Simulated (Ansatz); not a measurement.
We consider SnSe (Pnma, No. 62), described by PBEsol (Ansatz, a program for electronic structure, PAW).

Numerical settings: plane-wave cutoff 520 eV, 4×8×8 k mesh (along the axes of the cell as run), Fermi–Dirac smearing 0.01 eV, scalar-relativistic PAW data made under PBE.

Cell (relaxed at this level):

```yaml
crystal:
  lattice:
    - [11.42592, 0.00000, 0.00000]
    - [0.00000, 4.15065, 0.00000]
    - [0.00000, 0.00000, 4.36435]
  atoms:
    - { symbol: Se, position: [0.85729, 0.25000, 0.47678] }
    - { symbol: Se, position: [0.64271, 0.75000, 0.97678] }
    - { symbol: Se, position: [0.35729, 0.25000, 0.02322] }
    - { symbol: Se, position: [0.14271, 0.75000, 0.52322] }
    - { symbol: Sn, position: [0.11777, 0.25000, 0.09572] }
    - { symbol: Sn, position: [0.38223, 0.75000, 0.59572] }
    - { symbol: Sn, position: [0.61777, 0.25000, 0.40428] }
    - { symbol: Sn, position: [0.88223, 0.75000, 0.90428] }
```

Predict the band gap, smallest direct gap on the k points sampled and Γ–Γ gap.


- band gap: 0.36 eV
- smallest direct gap on the k points sampled: 0.47 eV
- Γ–Γ gap: 1.11 eV

Measured, for comparison: band gap 0.91 eV (temperature not stated, not corrected to a static lattice, compiled measured gap; kind and temperature not stated; as tabulated in Kothakonda et al. (2022), arXiv:2208.02841).

Spin–orbit coupling is not included.

Static lattice: no zero-point or thermal effects.
